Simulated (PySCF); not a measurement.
acetic acid (C2H4O2), SMILES O=C(C)O. Heavy atoms are numbered as in [CH3:1][C:2]([OH:3])=[O:4]. Hydrogens are named by the atom that carries them.

Geometry optimised at PBE0-D3(BJ)/def2-SVP. Other conformers were not sampled.

All values below come from ωB97X/def2-TZVPD (PySCF).

Mulliken values depend strongly on the basis, most of all with diffuse functions as here. ESP charges are fitted to the potential on shells at 1.4 to 2.0 van der Waals radii. Atomic charges (e), one atom of each kind:

```csv
atom,ESP fit,Mulliken,IAO
C1 (CH3),-0.57,-0.88,-0.47
C2,0.77,0.70,0.57
O3 (OH),-0.58,-0.43,-0.50
O4,-0.56,-0.55,-0.48
H on C1,0.17,0.29,0.17
H on O3,0.41,0.33,0.38
```
